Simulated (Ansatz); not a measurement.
Which isomer of C5H5 gives these data?

These gas-phase data were calculated for one isomer of C5H5 at PBE0-D3(BJ)/pcseg-1 (harmonic, unscaled wavenumbers; equilibrium rotational constants with average atomic masses):

* rotational constants: 9.304, 8.311, 4.513 GHz
* all wavenumbers above 1500 cm⁻¹: 3263, 3257, 3232, 3115, 3069, 1661, 1572

Candidates:

(1) `C#C/C=C/[CH2]`, a doublet
(2) `[C]1=CC=CC1`, a doublet

Problem. Which structure fits?

Solution. Candidate (2). No mode falls between 3300 and 3560 cm⁻¹, where the ≡C–H stretch of (1) would stand.

The same quantities for all candidates:

|  | rotational constants (GHz) | wavenumbers above 1500 cm⁻¹ | E above the lowest, PBE0-D3(BJ)/pcseg-1 (kcal/mol) |
| --- | --- | --- | --- |
| (1) | 41.16, 2.403, 2.27 | 3493, 3284, 3196, 3183, 3177, 2112, 1551 | 0.7 |
| (2) | 9.304, 8.311, 4.513 | 3263, 3257, 3232, 3115, 3069, 1661, 1572 | 0.0 |

Harmonic stretches to hydrogen usually lie a few per cent above observed fundamentals. Each candidate is one conformer. Open shells are spin-unrestricted. Programs: Ansatz 0.2.0.
